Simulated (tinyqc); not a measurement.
Extended Hueckel theory, for N2, step by step. One step of it, computed by the program tinyqc.

Problem. Mulliken analysis. P = C n C^T; charge = valence electrons (N 5) minus the sum of (P S)_ii on the atom; overlap population = 2 sum P_ij S_ij between two atoms.

coefficients:
```
              MO1        MO2       MO3        MO4        MO5        MO6        MO7        MO8
1N 2s    0.559301   0.491373  0.000000   0.000000  -0.244716   0.000000   0.000000   1.657200
1N 2px   0.000000   0.000000  0.316272   0.521884   0.000000   0.217426   0.844623   0.000000
1N 2py   0.000000   0.000000  0.521884  -0.316272   0.000000   0.844623  -0.217426   0.000000
1N 2pz   0.043516  -0.475657  0.000000   0.000000   0.661403   0.000000   0.000000   1.340862
2N 2s    0.559301  -0.491373  0.000000   0.000000  -0.244716   0.000000   0.000000  -1.657200
2N 2px   0.000000   0.000000  0.316272   0.521884   0.000000  -0.217426  -0.844623   0.000000
2N 2py   0.000000   0.000000  0.521884  -0.316272   0.000000  -0.844623   0.217426   0.000000
2N 2pz  -0.043516  -0.475657  0.000000   0.000000  -0.661403   0.000000   0.000000   1.340862
```

occupations: 2.000000  2.000000  2.000000  2.000000  2.000000  0.000000  0.000000  0.000000

overlap S:
```
            1N 2s    1N 2px    1N 2py     1N 2pz     2N 2s    2N 2px    2N 2py     2N 2pz
1N 2s    1.000000  0.000000  0.000000   0.000000  0.516714  0.000000  0.000000  -0.474737
1N 2px   0.000000  1.000000  0.000000   0.000000  0.000000  0.342678  0.000000   0.000000
1N 2py   0.000000  0.000000  1.000000   0.000000  0.000000  0.000000  0.342678   0.000000
1N 2pz   0.000000  0.000000  0.000000   1.000000  0.474737  0.000000  0.000000  -0.286646
2N 2s    0.516714  0.000000  0.000000   0.474737  1.000000  0.000000  0.000000   0.000000
2N 2px   0.000000  0.342678  0.000000   0.000000  0.000000  1.000000  0.000000   0.000000
2N 2py   0.000000  0.000000  0.342678   0.000000  0.000000  0.000000  1.000000   0.000000
2N 2pz  -0.474737  0.000000  0.000000  -0.286646  0.000000  0.000000  0.000000   1.000000
```

Give: charges; Overlap populations.

Solution.

charges: 1N 0.0000, 2N 0.0000

Overlap populations:
```
pair     value
2-1   1.901887
```
